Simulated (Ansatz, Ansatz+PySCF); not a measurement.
```xyz
6

C    -0.0258   -0.0088   -1.1099
S     0.0283   -0.0187    0.6579
H    -0.0118   -1.1245   -1.4832
H    -0.9293    0.4768   -1.5148
H     0.8967    0.4321   -1.5932
H    -0.0475    1.2636    0.8444
```

RHF on singlet CH4S was run in several spherical basis sets with Ansatz (development build ahead of 0.2.0).

Q: Rank the basis sets by the total energy that they give, lowest first, with the distance from the lowest.
A. def2-SVP
B. cc-pVTZ
C. def2-TZVP
D. cc-pVDZ
E. 6-31G
F. 6-31G(d)
G. aug-cc-pVDZ

A: B (0.00 eV), C (0.15 eV), G (0.70 eV), D (0.83 eV), F (1.58 eV), E (3.11 eV), A (5.14 eV).

Totals follow the description of the cores as much as that of the bonds, so this order isn't one of quality for chemistry.
